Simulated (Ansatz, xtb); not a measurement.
## CH5OSi: 4 structures ranked

4 gas-phase structures of CH5OSi, found in a search over its isomers (lower ones may exist). Each was relaxed with GFN2-xTB:

A. `CO[SiH2]`, a doublet
B. `[CH2]O[SiH3]`, a doublet
C. `[CH2][SiH2]O`, a doublet
D. `C[SiH]O`, a doublet

Problem. Estimate their order in r2SCAN-D4/def2-SVP energy at these geometries, lowest first.

Solution. Calculated order at r2SCAN-D4/def2-SVP: D (0.0), C (9.4), A (20.2), B (26.2) kcal/mol.

Energies above the lowest of each column, in kcal/mol; the last columns are at B3LYP/6-31G* geometries and were run for some of them only (a dash: not run or not comparable):

```
structure  GFN2-xTB  HF/STO-3G  r2SCAN-D4/def2-SVP  B3LYP/6-31G*  CCSD(T)/def2-SVP + ΔMP2/def2-TZVPP
        D       1.5        0.0                 0.0           0.0                                 0.0
        C      13.1        2.7                 9.4          11.0                                10.1
        A       0.0       10.0                20.2          15.2                                22.7
        B       5.9        8.3                26.2             –                                   –
```

CCSD(T)/def2-SVP + ΔMP2/def2-TZVPP puts D lowest of those it was run on; GFN2-xTB picks A. Some further structures that were screened fall inside this span and aren't listed. Flexible structures stand in one conformer each, not always the lowest. Frequencies (B3LYP/6-31G*) were run for A, C, D alone. The ΔMP2 step shifts differences by up to 4.6 kcal/mol, which makes them less sure. Open shells are spin-unrestricted. ΔMP2 is the change of the MP2 energy from the smaller to the larger basis.

Over these structures GFN2-xTB departs from r2SCAN-D4/def2-SVP by 11.4 kcal/mol on average once a common shift is removed. A GFN2-xTB relaxation took about 0.1 s and the r2SCAN-D4/def2-SVP energy about 3.5 s on a shared host (Ansatz 0.2.0, xtb 6.7.1 (Pople sets with spherical d functions)).
